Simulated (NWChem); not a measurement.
**UM11/MINI (COSMO-KS diethyl ether, esp resp) run of SiNH3 (SMILES [N][SiH3])**

What is the energy change on altering one bond length of SiNH3 at UM11/MINI (COSMO-KS diethyl ether, esp resp)? 

The calculation is run with NWChem 7.3.0.

4 further runs of the same task are left out: 3 that didn't finish, 1 set aside as unsound or not needed.

## (1) The system as given

SiNH3 has 5 atoms, charge 0, and is taken as a triplet. SMILES: `[N][SiH3]`. Geometry: relaxed at GFN2-xTB.

Bond lengths: N1–Si2 1.655 Å, Si2–H3 1.476 Å, Si2–H4 1.476 Å, Si2–H5 1.476 Å. Angles: N1–Si2–H3 111.3°, N1–Si2–H4 111.1°, N1–Si2–H5 111.1°, H3–Si2–H4 107.7°, H3–Si2–H5 107.7°, H4–Si2–H5 107.7°.

## (2) A single-point energy at UM11/MINI (COSMO-KS diethyl ether, esp resp)

Input file h3nsi.nw:

```
start h3nsi
title "H3NSi energy"
memory 2200 mb

geometry units angstroms noautosym nocenter
 zmatrix
   N
   Si 1 1.655222
   H 2 1.475721 1 111.26844
   H 2 1.475928 3 107.72827 1 122.03018
   H 2 1.475871 3 107.70779 4 115.92567
 end
end

basis spherical bse
 * library MINI
end

cosmo
 dielec 4.24
 do_cosmo_ks true
end

dft
 xc m11
 mult 3
 grid medium
 direct
 maxiter 100
 print low
end

esp
 restrain
 recalculate
end

task dft energy
task esp
```

The run is started by

```sh
$ nwchem h3nsi.nw > h3nsi.out
```

The log of the run:

```text
[...]
 d= 0,ls=0.0,diis     1   -343.6414215922 -3.95D+02  1.41D-02  1.75D-02     0.3
[...]
 d= 0,ls=0.0,diis     5   -343.6799736952 -3.76D-08  4.50D-06  2.66D-10     2.4
[...]
         Total DFT energy =     -343.679973695235
      One electron energy =     -573.568552812354
           Coulomb energy =      207.012594298905
    Exchange-Corr. energy =      -28.446212521278
 Nuclear repulsion energy =       51.355050291516
             COSMO energy =       -0.032852952025
[...]
      <S2> =      2.0047 (Exact =     2.0000)
[...]
 Dipole moment                                  0.503566    0.503097    0.503097
 Quadrupole moment Qxx                          1.956513    1.946896    1.946896
                   Qyy                          2.009072    1.998129    1.998129
                   Qzz                         -3.965585   -3.945025   -3.945025
[...]
```

It took 3.3 s on 1 thread of AMD EPYC 7B13 (Zen 3), shared host; peak memory 0.11 GiB.

## (3) The distorted shape at the same level

Input file job.nw:

```
echo
start job
title "H3NSi"
memory stack 880 mb heap 220 mb global 1100 mb
charge 0
geometry units angstrom noautosym nocenter noautoz
N     -1.591340     0.645190     1.921080
Si    -0.044470     0.308520     1.437750
H      0.064950    -0.313200    -1.445390
H      0.500390    -0.852120     2.168780
H      0.851630     1.455050     1.684060
end
basis spherical bse
N library MINI
Si library MINI
H library MINI
end
cosmo
dielec 4.24
do_cosmo_ks true
end
dft
xc m11
mult 3
grid medium
direct
maxiter 100
end
esp
restrain
recalculate
end
task dft energy
task esp
```

The run is started by

```sh
$ nwchem job.nw > job.out
```

The log of the run:

```text
[...]
          Wavefunction type:  spin polarized.
          No. of atoms     :     5
          No. of electrons :    24
[...]
          Charge           :     0
          Spin multiplicity:     3
[...]
          AO basis - number of functions:    17
[...]
              XC Information
              --------------
                          M11 Method XC Functional
                     Hartree-Fock (Exact) Exchange  1.000
                           M11 gradient correction  1.000
                         M11 Correlation Potential  1.000
[...]
 d= 0,ls=0.0,diis     1   -343.5007548874 -3.92D+02  5.17D-02  6.85D-02     0.3
[...]
 d= 0,ls=0.0,diis     8   -343.6166185570 -1.80D-08  5.09D-06  1.14D-10     4.2
[...]
         Total DFT energy =     -343.616618557018
      One electron energy =     -568.113395908438
           Coulomb energy =      204.635177271345
    Exchange-Corr. energy =      -28.376554818370
 Nuclear repulsion energy =       48.212934198681
             COSMO energy =        0.025220699764
[...]
      <S2> =      2.2400 (Exact =     2.0000)
[...]
 Dipole moment                                  0.878279    0.877912    0.877912
 Quadrupole moment Qxx                         -3.955096   -3.958176   -3.958176
                   Qyy                          0.778660    0.767132    0.767132
                   Qzz                          3.176436    3.191044    3.191044
[...]
```

It took 5.1 s on 1 thread of AMD EPYC 7B13 (Zen 3), shared host; peak memory 0.11 GiB.

## (4) What came out

At UM11/MINI (COSMO-KS diethyl ether, esp resp):

| quantity | value |
| --- | --- |
| first shape: total energy | -343.67997 Eh |
| first shape: solvent term in the energy | -5.2 kJ/mol |
| first shape: ⟨S²⟩ | 2.005 |
| distorted shape: total energy | -343.61662 Eh |
| distorted shape: dipole moment | 2.09 D |
| distorted shape: HOMO energy (highest over α and β) | -10.95 eV |
| distorted shape: LUMO energy (lowest over α and β) | -1.58 eV |
| distorted shape: solvent term in the energy | -6.9 kJ/mol |
| distorted shape: ⟨S²⟩ | 2.240 |
| energy change with the Si2–H3 bond stretched from 1.476 to 2.951 Å | 1.724 eV |

With the Si2–H3 bond stretched from 1.476 to 2.951 Å the energy rises by 1.72 eV (166 kJ/mol). The first shape isn't relaxed at this level, so the change isn't measured from a minimum. The minimal basis adds a large error of its own. ⟨S²⟩ (distorted shape) is 2.24 where a pure triplet has 2.00: the reference is spin-contaminated.
